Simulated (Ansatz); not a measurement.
System (SMILES): ClO (OH-Cl).
Atoms: O1, H2, Cl3. Bonds: O1-H2, O1-Cl3.

How fast the highest harmonic wavenumber converges with the basis for several methods (Ansatz, an electronic-structure program): deviation from each method's own reference, in cm⁻¹. References: CCSD(T) 3801 cm⁻¹, the value in aug-pcseg-2; HF 4136 cm⁻¹, the value in aug-pcseg-2; MP2 3797 cm⁻¹, the value in aug-pcseg-2; PBE 3660 cm⁻¹, the value in aug-pcseg-2; PBE0 3834 cm⁻¹, the value in aug-pcseg-2. Cartesian d functions, on some or all atoms, in 6-31+G*, 6-311G**; all else is spherical. In correlated methods cores are frozen. No added dispersion term, no relativity. Each level at its own minimum, unscaled; the references are large sets that could be run, not limits.

```tsv
basis	functions	CCSD(T)	HF	MP2	PBE	PBE0
6-31G	24	-320	-185	-284	-248	-227
pcseg-0	24	-522	-409	-471	-444	-430
def2-SV(P)	34	-186	-130	-139	-154	-143
6-31+G*	44	-136	-64	-110	-78	-69
6-311G**	51	34	6	51	0	5
aug-pcseg-1	59	-52	-27	-58	-39	-36
6-311++G(2d,2p)	72	9	11	7	10	10
cc-pV(T+d)Z	83	8	-5	6	-2	-2
def2-TZVPD	95	-52	-27	-51	-16	-18
def2-TZVPPD	108	-6	-1	-8	4	2
aug-pcseg-2	119	0	0	0	0	0
aug-cc-pV(T+d)Z	124	-22	-13	-24	-10	-10
```

Mean absolute deviation over 6-311G**, 6-311++G(2d,2p), cc-pV(T+d)Z, def2-TZVPD, def2-TZVPPD, aug-cc-pV(T+d)Z: PBE 7, PBE0 8, HF 11, CCSD(T) 22, MP2 25 cm⁻¹.
